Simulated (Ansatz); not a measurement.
Pd (P6₃/mmc, No. 194, 2 atoms in the cell; start mp-2646997; another form than the element's usual one)

Method: r²SCAN (PAW; Ansatz, an electronic-structure program).

Settings: plane-wave cutoff 500 eV, 30×30×16 k mesh (along the axes of the cell as run), Fermi–Dirac smearing 0.1 eV, spin-polarised start, scalar-relativistic PAW data made under PBE.

Cell (relaxed at this level):

```yaml
crystal:
  lattice:
    - [2.75437, 0.00000, 0.00000]
    - [-1.37718, 2.38535, 0.00000]
    - [0.00000, 0.00000, 4.57914]
  atoms:
    - { symbol: Pd, position: [0.66667, 0.33333, 0.75000] }
    - { symbol: Pd, position: [0.33333, 0.66667, 0.25000] }
```

```
Quantity          Value
--------  -------------
band gap  zero (no gap)
```

Note: the magnetic order was assumed, not searched for or taken from measurement; the relaxation could not lower the start's symmetry, so the cell can be a saddle point above a distorted one.

Spin–orbit coupling is not included.

A start named mp-… is a Materials Project structure, which need not be a measured phase.
